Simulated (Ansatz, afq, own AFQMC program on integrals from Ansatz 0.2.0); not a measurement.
## AlBH, doublet: AFQMC among the cluster methods

```tsv
atom	x (Å)	y (Å)	z (Å)
B	0.0000	-0.2443	2.4400
Al	0.0000	0.1376	-0.9043
H	0.0000	-1.0619	-1.9651
```

Connectivity, by distances: B ··· AlH.

Basis 6-31G. Only valence electrons are correlated. Ansatz 0.2.0 and our own AFQMC program on the same integrals; the CISD trial comes from CCSD amplitudes, and released means the phaseless constraint is let go. Error bars are statistical, one sigma.

Determinant: UHF, the one that the program's search chose, which needn't be the lowest solution. The geometry is a point of a scan.

Full CI on the same integrals is exact in this basis and with this determinant's frozen core.

Cautions: strong correlation (T1 0.050, weight of the determinant 0.84, largest double 0.12); unrestricted determinant spin contaminated (⟨S²⟩ 0.88 against 0.75); the released energies are still falling, so no released level is given (meV from the phaseless value at times in 1/Eh: -2.6 ± 2.4 at 0.24, -4.2 ± 1.8 at 0.51, -5.3 ± 1.7 at 0.99, -8 ± 3 at 1.62, -12.0 ± 1.8 at 2.40).

- T1 diagnostic: 0.0500
- weight of the determinant in the CISD state: 0.844
- ⟨S²⟩ of the determinant: 0.884
- size of the correlated space: 7 electrons in 18 orbitals

```
  level  correlation energy (eV)
    MP2                  -1.4069
   CCSD                  -2.4361
CCSD(T)                  -2.4729
```

Problem. Estimate where phaseless AFQMC with a CISD trial lies against CCSD(T) on the same integrals.

Solution. 0.18 ± 0.06 kcal/mol below CCSD(T).

Reference: full CI, correlation energy -2.505 eV.

```tsv
level	E − E(reference) (kcal/mol)	share of correlation (%)
CCSD(T)	0.75	98.71
CCSDT	0.09	99.84
CCSDT(Q)	0.03	99.95
CCSDTQ	0.00	100.00
ph-AFQMC/CISD	0.56 ± 0.06	99.02
```

CCSDT and higher add their correlation energy to the determinant of the CCSD(T) run, since their own runs factorise the integrals more tightly (a shift of under 2 meV). A walk keeps the symmetry of its determinant, which the program's search chose and which needn't be the lowest solution, so a lower state of the same spin and another symmetry isn't excluded.
